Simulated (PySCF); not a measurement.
**Spin states of NaCl⁺**

Unrestricted PBE0; basis Na def2-SVP, Cl def2-SVP; no relativity; PySCF 2.14. Outer shells of the fragments: Na+ closed shells only; Cl 3s2 3p5.

Followed along the bond (rough minima from three points):

| 2Ms+1 | unpaired | ⟨S²⟩ at the start | R at minimum (Å) | Te (eV) |
| --- | --- | --- | --- | --- |
| 2 | π ↑ | 0.75 | 2.83 | 0.00 |
| 2 | σ ↑ | 0.75 | 3.19 | 0.41 |

Solutions found at the starting distance of 2.645 Å, counted from the lowest of them; the search is not exhaustive and high or unbound solutions are not listed, so other states can lie among these:

```tsv
2Ms+1	unpaired	term	E (eV)	⟨S²⟩	⟨Lz²⟩	μ (D)
2	π ↑	²Π	0.00	0.75	1.00	-6.51
2	σ ↑	²Σ⁺	0.47	0.75	0.00	-6.60
4	σ ↑, π ↑↑	⁴Σ⁻	8.72	3.75	0.00	2.24
4	σ ↑↑, π ↑	⁴Π	8.98	3.75	1.01	2.35
```

A term symbol is given only where ⟨S²⟩ and ⟨Lz²⟩ are close to those of a pure state; real π, δ and φ orbitals otherwise mix terms. A positive dipole points towards Cl; it is taken about the centre of mass and depends on that origin.

Problem. Compare the gap between the two lowest followed solutions at the starting distance with the gap between their minima.

Solution. At PBE0 the second solution (doublet, unpaired electrons σ ↑) lies +0.47 eV from the first (doublet, unpaired electrons π ↑) at 2.645 Å and +0.41 eV at the minima; the two curves relax by different amounts, since their minima lie near 3.19 and 2.83 Å.

Counting both spins, an empty level lies below a filled one in some of these solutions, because spin and occupation are held.
